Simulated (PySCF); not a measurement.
A made-up structure of CH$_{2}$B$_{2}$, closed shell:

| atom | x (Å) | y (Å) | z (Å) |
| --- | --- | --- | --- |
| B1 | -0.1988 | -0.8695 | 1.9720 |
| C2 | -0.3389 | -0.5716 | 0.5632 |
| B3 | 0.0881 | 0.2677 | -0.5066 |
| H4 | -0.4338 | 0.0122 | -1.5695 |
| H5 | 0.4080 | -1.6682 | 2.5344 |

It is relaxed with PBE-D4/def2-SVP and then PBE0-D4/def2-TZVP (PySCF 2.14 with density fitting (its default auxiliary sets; JK sets also for MP2 and CCSD(T))). Atoms count as bonded within 1.22 times the sum of their covalent radii (H–H: 0.88 Å). The end point is not checked to be a true minimum.

(1) Does its bonding change? (Judge from chemistry; the calculation decides.)

Answers

(1) The calculation gives: No: no bond forms or breaks.

Where it ends: The first stage lowers the energy by 2.15 eV in 17 steps. It ends as CH₂B₂ ([BH][C][BH]):
```xyz
5
angstrom
B 0.1871 -1.1519 1.7846
C -0.0935 -0.5605 0.5982
B -0.3780 0.0251 -0.5902
H -0.6266 0.5321 -1.6188
H 0.4285 -1.6645 2.8122
```

Labels in which every atom is bracketed show which atoms are joined, not bond orders.

For scale, one of the runs: PBE0-D4/def2-TZVP relaxation, 105 basis functions, launched by `OMP_NUM_THREADS=2 python run.py`. Time: 15 s of wall clock on 2 CPU threads of an Intel Xeon 6975P-C; the host was shared. Peak host memory: 0.99 GiB.
